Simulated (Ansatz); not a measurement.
**Worked example: a bond strength in SiH2O (oxosilane)**

SiH2O: 4 atoms, total charge 0, spin state singlet. SMILES: `O=[SiH2]`. Geometry: optimised at wB97X-V/def2-SVP.

```jsonl
{"atom": "O", "x (Å)": "-0.2852", "y (Å)": "0.4169", "z (Å)": "1.4813"}
{"atom": "Si", "x (Å)": "-0.0073", "y (Å)": "0.0094", "z (Å)": "0.0339"}
{"atom": "H", "x (Å)": "0.4411", "y (Å)": "-1.3472", "z (Å)": "-0.3817"}
{"atom": "H", "x (Å)": "-0.1486", "y (Å)": "0.9209", "z (Å)": "-1.1336"}
```

Wanted: the dissociation energy of the Si2–O1 bond into singlet SiH2 and triplet O (shapes relaxed at wB97X-V/def2-SVP, no zero-point term). 1 Eh = 2625.50 kJ/mol = 27.2114 eV. Totals in Eh; open shells run unrestricted unless said.

| level | program | SiH2O | singlet SiH2 | triplet O |
| --- | --- | --- | --- | --- |
| BLYP/def2-TZVPP | Ansatz | -365.943087 | -290.615107 | -75.085143 |
| B2PLYP/def2-TZVPP, 6 core orbitals frozen | Ansatz | -365.782750 | -290.491702 | -75.051905 |
| RPA@PBE/def2-TZVPP, 6 core orbitals frozen | Ansatz | -365.544628 | -290.255603 | -75.073851 |

Task: Work out the dissociation energy at each level.

Result: 
1. BLYP/def2-TZVPP: (-290.615107) + (-75.085143) − (-365.943087) = 0.242837 Eh = 637.6 kJ/mol = 6.61 eV.
2. B2PLYP/def2-TZVPP: (-290.491702) + (-75.051905) − (-365.782750) = 0.239143 Eh = 627.9 kJ/mol = 6.51 eV.
3. RPA@PBE/def2-TZVPP: (-290.255603) + (-75.073851) − (-365.544628) = 0.215174 Eh = 564.9 kJ/mol = 5.86 eV.

The levels span 565 to 638 kJ/mol; no measured value is set beside them. A fragment with an even electron count was run as a singlet and may have a lower triplet. A bond enthalpy at 298 K also holds the loss of zero-point energy and thermal terms.
